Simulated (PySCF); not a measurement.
Isomers of C5H5F side by side.

PySCF, CAM-B3LYP/def2-SVPD, density fitting, gas phase; each molecule at its own PBE0-D3(BJ)/def2-SVP geometry, one conformer. Singlet excitations by full TDDFT with frozen cores, triplets by Tamm–Dancoff TDDFT and ionisation energies by ΔSCF, from the lowest of the holes tried. 

Torsions of the conformers computed, which needn't be the lowest (atom-mapped SMILES):
- `[CH2:1]=[C:2]([F:3])[C:4]1=[CH:5][CH2:6]1`: C1–C2–C4–C5 180°

Reference: `C=C(F)C#CC`, with HOMO energy -8.24 eV, LUMO energy 0.26 eV, lowest singlet excitation 5.61 eV, lowest triplet excitation 3.45 eV, mean polarisability 65.3 au, dipole moment 2.33 D and vertical ionisation energy 9.09 eV.

Changes against it:

```json
{"molecule": "C=CC#CCF", "Δ electronic energy (kcal/mol)": "+6.0", "Δ HOMO energy (eV)": "-0.13", "Δ LUMO energy (eV)": "-0.23", "Δ lowest singlet excitation (eV)": "-0.13", "Δ lowest triplet excitation (eV)": "-0.05", "Δ mean polarisability (au)": "+0.5", "Δ dipole moment (D)": "-0.28", "Δ vertical ionisation energy (eV)": "+0.14"}
{"molecule": "FC1=CCC=C1", "Δ electronic energy (kcal/mol)": "-30.1", "Δ HOMO energy (eV)": "+0.39", "Δ LUMO energy (eV)": "+0.14", "Δ lowest singlet excitation (eV)": "-0.39", "Δ lowest triplet excitation (eV)": "-0.29", "Δ mean polarisability (au)": "-9.2", "Δ dipole moment (D)": "-0.32", "Δ vertical ionisation energy (eV)": "-0.37"}
```

Rows whose labels were lost:

```json
{"row": "P", "Δ electronic energy (kcal/mol)": "+24.2", "Δ HOMO energy (eV)": "+1.28", "Δ LUMO energy (eV)": "+0.18", "Δ lowest singlet excitation (eV)": "-1.53", "Δ lowest triplet excitation (eV)": "-0.40", "Δ mean polarisability (au)": "-5.5", "Δ dipole moment (D)": "+0.71", "Δ vertical ionisation energy (eV)": "-1.26"}
{"row": "Q", "Δ electronic energy (kcal/mol)": "+17.3", "Δ HOMO energy (eV)": "+0.11", "Δ LUMO energy (eV)": "-0.51", "Δ lowest singlet excitation (eV)": "-0.32", "Δ lowest triplet excitation (eV)": "-0.47", "Δ mean polarisability (au)": "-2.9", "Δ dipole moment (D)": "-1.18", "Δ vertical ionisation energy (eV)": "-0.13"}
```

Task: Which row belongs to which of `CC(F)=C1C=C1` and `C=C(F)C1=CC1`?

Result: P = `CC(F)=C1C=C1` and Q = `C=C(F)C1=CC1`. P and Q are told apart most clearly by the dipole moment (+0.71 against -1.18 D).
